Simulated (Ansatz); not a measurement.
We consider rock-salt HfC, described by rVV10 (plane waves, PAW; Ansatz, a first-principles code).

Run with plane-wave cutoff 520 eV, 20×20×20 k mesh, Fermi–Dirac smearing 0.05 eV, scalar-relativistic PAW data made under PBE.

Equation-of-state points:

```json
[
 {"V (Å³/atom)": "12.010", "E − E_lowest (meV/atom)": "36.55", "P (GPa)": "16.05"},
 {"V (Å³/atom)": "12.266", "E − E_lowest (meV/atom)": "15.71", "P (GPa)": "10.17"},
 {"V (Å³/atom)": "12.521", "E − E_lowest (meV/atom)": "3.82", "P (GPa)": "4.84"},
 {"V (Å³/atom)": "12.777", "E − E_lowest (meV/atom)": "0.00", "P (GPa)": "0.02"},
 {"V (Å³/atom)": "13.032", "E − E_lowest (meV/atom)": "3.50", "P (GPa)": "-4.34"},
 {"V (Å³/atom)": "13.288", "E − E_lowest (meV/atom)": "13.62", "P (GPa)": "-8.29"},
 {"V (Å³/atom)": "13.543", "E − E_lowest (meV/atom)": "29.74", "P (GPa)": "-11.86"}
]
```

### Question
Estimate the bulk modulus from the pressures at 12.521 and 13.032 Å³/atom, and compare it with a fit to all energies.

### Answer
B = −V dP/dV. Between V = 12.521 and 13.032 Å³/atom, dP/dV = (-4.34 − (4.84))/(13.032 − 12.521) = -18.0 GPa per Å³/atom; at the midpoint 12.777 Å³/atom this gives B ≈ 230 GPa. The third-order Birch–Murnaghan fit gives V0 = 12.778 Å³/atom, B0 = 229 GPa, B′ = 4.0, which lies within 1 % of that estimate.

Measured, for comparison: bulk modulus 242 GPa (room temperature, not corrected to a static lattice, our sources range from 242 to 286; as tabulated in Synthesis of Binary Transition Metal Nitrides, Carbides and Borides from the …); equilibrium volume per atom 12.47 Å³/atom (temperature not stated, not corrected to a static lattice; as tabulated in Zhang et al. (2018), doi:10.1088/1367-2630/aac7f0). Computed (rounded) less measured: bulk modulus not scored (sources differ), equilibrium volume per atom +2.5 %.

Spin–orbit coupling is not included.

Computed values are for the static lattice.
